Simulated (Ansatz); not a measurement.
Cohesive energy (eV/atom) along a series of related solids, from LDA (Ansatz, a first-principles code, plane waves, PAW); PBEsol in Ansatz (plane waves, PAW); r²SCAN (plane waves, PAW; Ansatz).

| solid | LDA | PBEsol | r²SCAN | measured |
|---|---|---|---|---|
| hcp Y | 4.92 | 4.61 | 4.08 | 4.42 |
| hcp Zr | 7.41 | 6.79 | 5.68 | 6.32 |
| bcc Mo | 8.10 | 7.12 | 5.63 | 6.84 |
| hcp Tc | 8.80 | 7.85 | 6.26 | – |
| hcp Ru | 8.78 | 7.77 | 6.29 | 6.8 |
| fcc Rh | 7.60 | 6.68 | 5.44 | 5.78 |
| fcc Pd | 5.06 | 4.44 | 4.09 | 3.93 |
| fcc Ag | 3.64 | 3.09 | 2.87 | 2.97 |
| hcp Cd | 1.52 | 1.20 | 1.07 | 1.18 |

r²SCAN less measured, from the printed values: hcp Y -0.34 eV/atom, hcp Zr -0.64 eV/atom, bcc Mo -1.21 eV/atom, hcp Ru -0.51 eV/atom, fcc Rh -0.34 eV/atom, fcc Pd +0.16 eV/atom, fcc Ag -0.10 eV/atom, hcp Cd -0.11 eV/atom.

Members of the series are missing where a level wasn't run or failed, where a doubt is noted on the run or the magnetic state, for phases of high temperature or layered ones, and where values are held back for tests.

Ansatz's runs of these crystals have no spin polarisation. A magnetic state wasn't tried for hcp Y, fcc Rh, fcc Pd with meta-GGA or hybrid levels, which favour moments.

Free atoms are spin-polarised, in the lowest state found; at levels without +SOC their spin–orbit coupling is left out. Each level is taken at its own relaxed cell. Ansatz's density-functional and Hartree–Fock values are scalar-relativistic unless marked +SOC, with PAW data made under PBE.

Measured values are for low temperature or corrected to a static lattice. References as tabulated in Jana et al. (2018), arXiv:1807.00350; Mejia-Rodriguez and Trickey (2018), arXiv:1807.09216; Csonka et al. (2009), arXiv:0903.4037.
